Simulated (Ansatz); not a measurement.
in.yaml

```yaml
crystal:
  periodic: [false, false, false]
  atoms:
    - {symbol: Ta, position_ang: [0.000000, 0.000000, 0.000000]}
    - {symbol: C, position_ang: [0.000000, 0.000000, 1.745600]}
basis:
  gaussian: {orbitals: def2-TZVPP}
total_charge: 1
magnetization: {spin_polarized: true, initial_magnetization: 2}
hamiltonian: {xc: {name: PBE}}
output: {orbitals: {seedname: orbitals}}
```

```sh
$ ansatz run in.yaml --threads 1 --pin off --events-out ev --progress --plain --max-ram 4096MiB --backend cpu
```

Output:

```
517 factors; their error is unknown
mean field evaluation 1: about -2546.5346 eV, gradient 7.6e1 eV
mean field evaluation 2: about -2398.6220 eV, gradient 1.3e2 eV
mean field evaluation 4: about -2565.4446 eV, gradient 3.9e1 eV
mean field evaluation 8: about -2573.5191 eV, gradient 1.0e0 eV
mean field evaluation 16: about -2573.5183 eV, gradient 5.0e-3 eV
mean field evaluation 32: about -2571.9854 eV, gradient 1.1e0 eV
mean field evaluation 64: about -2572.7373 eV, gradient 6.1e-2 eV
mean field evaluation 96: about -2570.7119 eV, gradient 1.5e1 eV
mean field evaluation 128: about -2572.6264 eV, gradient 6.3e0 eV
mean field evaluation 160: about -2572.5083 eV, gradient 1.4e0 eV
mean field -2573.51829393 eV, -94.5750529087 hartree, gradient 7.0e-6 eV, S^2 2.003956; 12 other end points of the search recorded, 0 dependent functions left out
reference -2573.51833383 eV, -94.5750543750 hartree; 10, 8 occupied and 77, 79 virtual orbitals, 517 factors
Total energy: -2573.51833383 eV, -94.5750543750 hartree
```

Ran on 1 thread of AMD EPYC 7R13, shared host: 16 s wall, 0.2 GiB peak host memory.
